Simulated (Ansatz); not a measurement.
The same calculation of B₂H₄Si, SMILES B1B[SiH2]1 as a Python script and as an input file (Ansatz's Python interface).

`run_cas.py`:
```python
'''Static correlation in B2H4Si: natural occupations of an active space.'''

import ansatz

BASIS_SET = 'cc-pVDZ'

GEOMETRY = '''
B    -1.04240   -0.36960   -0.21520
B     0.53560   -0.37590   -0.94820
Si    0.29530    0.42430    0.71350
H    -2.16720   -0.57040   -0.30410
H     1.24750   -0.69160   -1.85900
H     0.36420    1.90850    0.70980
H     0.82820   -0.39340    1.85750
'''


def main() -> None:
    geometry = ansatz.Crystal.molecule()
    for line in GEOMETRY.strip().splitlines():
        symbol, *xyz = line.split()
        geometry = geometry.atom(symbol, [float(v) for v in xyz])

    calc = (
        geometry.calculation()
        .basis(gaussian=BASIS_SET)
        .accuracy('medium')
        .scf(lower_state_search='standard')
        .correlation(active_electrons=4, active_orbitals=4)
    )
    for method in ['sc_nevpt2']:
        r = (calc if method is None else calc.correlation(method)).run(threads=1).report
        space = r['configurations']
        state = space['states'][0]
        print(method or 'casscf', f'total {r["free_energy_ev"] / 27.211386246:.6f} Ha, active-space state {state["energy"]["hartree"]:.6f} Ha, mean field {r["reference_energy_ev"] / 27.211386246:.6f} Ha')
        print('  determinants', state['n_determinants'], ' natural occupations', [round(n, 3) for n in space['natural_occupations']])


if __name__ == '__main__':
    main()
```

```console
$ python run_cas.py
RunWarning: the results are in doubt because another end's mean lies 0.052 eV lower, and its corrected mean 0.008 eV higher
sc_nevpt2 total -340.692954 Ha, active-space state -340.476771 Ha, mean field -340.450020 Ha
  determinants 36  natural occupations [1.98, 1.976, 0.023, 0.02]
```
(Warnings from the package without file and line.)

`input.yaml`:
```yaml
crystal:
  periodic: [false, false, false]
  atoms:
    - { symbol: B, position_ang: [-1.0424, -0.3696, -0.2152] }
    - { symbol: B, position_ang: [0.5356, -0.3759, -0.9482] }
    - { symbol: Si, position_ang: [0.2953, 0.4243, 0.7135] }
    - { symbol: H, position_ang: [-2.1672, -0.5704, -0.3041] }
    - { symbol: H, position_ang: [1.2475, -0.6916, -1.859] }
    - { symbol: H, position_ang: [0.3642, 1.9085, 0.7098] }
    - { symbol: H, position_ang: [0.8282, -0.3934, 1.8575] }
accuracy: medium
basis:
  gaussian:
    orbitals: cc-pVDZ
correlation:
  method: sc_nevpt2
  active_space:
    window:
      electrons: 4
      orbitals: 4
scf:
  lower_state_search: standard
```

What to keep in mind:
- The settings weren't tested for convergence.
- The geometry is a force-field or estimated start, not a minimum of this method, and the basis set is short of its limit. The active space starts as a window about the frontier orbitals and is then optimised, not chosen by chemistry.
- A lower CASSCF solution was found and passed over, so the printed active-space state isn't the lowest.
- Timing: 5.3 s on 1 thread of Arm Neoverse V1, on a shared host, peak memory 0.17 GiB.

(Lines on the test bed's own set-up are left out of the output.)
